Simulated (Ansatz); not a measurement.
A run of Ansatz (development build ahead of 0.2.0) on singlet C3H4 at this shape:

```json
{"atom": "C", "x (Å)": "0.0054", "y (Å)": "-0.0076", "z (Å)": "-0.8587"}
{"atom": "C", "x (Å)": "-0.0032", "y (Å)": "0.6394", "z (Å)": "0.5009"}
{"atom": "C", "x (Å)": "0.0067", "y (Å)": "-0.6410", "z (Å)": "0.4982"}
{"atom": "H", "x (Å)": "0.9093", "y (Å)": "0.0026", "z (Å)": "-1.4662"}
{"atom": "H", "x (Å)": "-0.9275", "y (Å)": "-0.0040", "z (Å)": "-1.4664"}
{"atom": "H", "x (Å)": "0.0065", "y (Å)": "1.5821", "z (Å)": "1.0423"}
{"atom": "H", "x (Å)": "0.0097", "y (Å)": "-1.5911", "z (Å)": "1.0397"}
```

Its results:

```json
{
  "Converged": "yes",
  "Reference energy": "-115.86435 hartree",
  "Correlation energy": "-0.48623 hartree",
  "Total energy": "-116.35058 hartree",
  "Spin squared of the determinant": "0.000"
}
```

Task: Which input gives this output? Name the method, the orbitals and the basis set, and write the input.

Result: RHF-MP2 in cc-pVTZ. An unrestricted run that stays on the closed shell gives the same numbers.

```yaml
crystal:
  periodic: [false, false, false]
  atoms:
    - { symbol: C, position_ang: [0.0054, -0.00758, -0.8587] }
    - { symbol: C, position_ang: [-0.00325, 0.63939, 0.50094] }
    - { symbol: C, position_ang: [0.00673, -0.64095, 0.49824] }
    - { symbol: H, position_ang: [0.90934, 0.00256, -1.46624] }
    - { symbol: H, position_ang: [-0.92752, -0.00396, -1.4664] }
    - { symbol: H, position_ang: [0.00648, 1.58213, 1.04229] }
    - { symbol: H, position_ang: [0.00975, -1.59111, 1.03966] }
basis:
  gaussian: { orbitals: cc-pVTZ }
hamiltonian:
  xc: hf
correlation:
  method: mp2
  frozen_orbitals: { C: 1, H: 0 }
```
